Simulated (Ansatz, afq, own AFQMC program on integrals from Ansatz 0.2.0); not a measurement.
# Where AFQMC and coupled cluster stand for CH3N, quintet

```json
{"atom": "N", "x (Å)": "-0.7673", "y (Å)": "0.0072", "z (Å)": "0.0072"}
{"atom": "C", "x (Å)": "0.6359", "y (Å)": "-0.0060", "z (Å)": "-0.0060"}
{"atom": "H", "x (Å)": "1.0187", "y (Å)": "-1.0379", "z (Å)": "-0.0046"}
{"atom": "H", "x (Å)": "1.0416", "y (Å)": "0.5087", "z (Å)": "0.8782"}
{"atom": "H", "x (Å)": "1.0248", "y (Å)": "0.5001", "z (Å)": "-0.9026"}
```

Connectivity, by distances: N–CH3.

Basis cc-pVDZ. Only valence electrons are correlated. AFQMC by an in-house program on the Cholesky factors that Ansatz 0.2.0 writes for its CCSD(T) run. ph-AFQMC/CISD is guided by a CISD state made of CCSD amplitudes; releasing the constraint for a short imaginary time cuts its bias at the price of noise, slowly where states lie close. Error bars are statistical, one sigma.

Determinant: UHF, the one that the program's search chose, which needn't be the lowest solution. The geometry is a PBE0/def2-TZVP stationary point of this or a neighbouring charge and spin state.

No full CI on the walks' own integrals is used here. The released AFQMC energy serves as the reference, which it does only where one determinant dominates, the energy is flat over the last release times and near the phaseless one (40 meV or 2 meV an electron, half that with transition metals). On small molecules, where full CI could be run and the noise was under 10 meV, such values lay within 10 meV of it in 19 cases of 20, a flattering rate, since the rule was set on those same cases; what remains of the bias isn't in the error bar.

Cautions: another spin lies lower; the released value is read at 1.50 1/Eh with a noise of 18 meV, more than in the cases checked (meV from the phaseless value at times in 1/Eh: -3 ± 16 at 0.24, -22 ± 18 at 0.50, -19 ± 16 at 1.00, -28 ± 18 at 1.50).

```
T1 diagnostic                               : 0.0275
weight of the determinant in the CISD state : 0.882
⟨S²⟩ of the determinant                     : 6.022
size of the correlated space                : 12 electrons in 41 orbitals
```

```json
{"level": "MP2", "correlation energy (eV)": "-6.2570"}
{"level": "CCSD", "correlation energy (eV)": "-7.2288"}
{"level": "CCSD(T)", "correlation energy (eV)": "-7.4647"}
```

Estimate where phaseless AFQMC with a CISD trial lies against CCSD(T) on the same integrals.

11.4 ± 14.4 meV below CCSD(T). The gap is under twice the noise, so this walk alone can't tell the two apart.

Reference: AFQMC with the constraint released, correlation energy -7.504 ± 0.018 eV.

```csv
level,E − E(reference) (meV),share of correlation (%)
CCSD(T),39.0 ± 18.2,99.48
ph-AFQMC/CISD,27.6 ± 23.2,99.63
```

A walk keeps the symmetry of its determinant, which the program's search chose and which needn't be the lowest solution, so a lower state of the same spin and another symmetry isn't excluded. Released energies are given only where the last usable release times agree within the noise; a slower fall can still hide under it.
